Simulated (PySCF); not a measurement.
# Si3: relaxation and vibrations of the triplet

Aim: relax Si3 as a triplet from a obtuse triangle start, check by its vibrations whether the end is a minimum, and collect its spectrum and constants.

Method: PBE0, basis Si def2-TZVP, no relativity, density fitting; program: PySCF 2.14.0.

**1. The system as given**

3 atoms, charge 0, spin multiplicity 3.

Bond lengths: Si1–Si2 2.283 Å, Si1–Si3 2.283 Å. Angles: Si2–Si1–Si3 104.9°.

```xyz
3
charge 0 multiplicity 3
Si    0.0000    0.0000    0.0000
Si    1.8096    1.3920    0.0000
Si   -1.8096    1.3920    0.0000
```

**2. Finding the electronic state**

One driver script runs all steps and calls PySCF; scf.py shows how it sets up the SCF of each step. The optimiser is the driver's own. After this first run the driver tries any further starts and a stability analysis.

scf.py

```python
from pyscf import gto, scf, dft
mol = gto.M(atom='''
Si     0.000000     0.000000     0.000000
Si     1.809600     1.392000     0.000000
Si    -1.809600     1.392000     0.000000''',
    basis={'Si': 'def2-TZVP'},
    charge=0, spin=2)
mf = dft.UKS(mol, xc='PBE0')
mf.grids.atom_grid = (50, 194)
aux = {'Si': 'def2-universal-JKFIT'}
mf = mf.density_fit(auxbasis=aux)
mf.conv_tol = 1e-08
mf.diis_space = 10
mf.max_cycle = 60
mf.init_guess = 'minao'
mf.verbose = 4
mf.kernel()
```

Run with:

```sh
$ OMP_NUM_THREADS=4 python axn.py task.json out
```

After this run come: Relaxation: obtuse triangle start, triplet; Hessian and properties.

**Question.** What will these runs give? Wanted: minimum; geometry; wavenumbers; dipole moment; highest occupied, lowest empty level; polar-tensor charge of Si1; zero-point energy; atomisation energy; ⟨S²⟩.

As calculated:

| quantity | value |
| --- | --- |
| minimum | triplet, C2v |
| geometry | Si–Si 2.239 Å (×2); Si–Si–Si 114.0° |
| wavenumbers (cm⁻¹) | 69 (a1), 440 (a1), 496 (b2) |
| dipole moment | 0.18 D |
| highest occupied, lowest empty level (either spin) | -5.39, -4.12 eV |
| polar-tensor charge of Si1 | -0.20 e |
| zero-point energy | 6.0 kJ/mol |
| entropy at 298.15 K | 298.0 J/(mol K) |
| atomisation energy (no zero-point energy) | 576 kJ/mol |
| ⟨S²⟩ | 2.015 |

**Reading.** The obtuse triangle start keeps its C2v symmetry and ends in a minimum. The strongest infrared band lies at 496 cm⁻¹ (b2, stretch). Other starts or spin states, not run here, may lie lower.
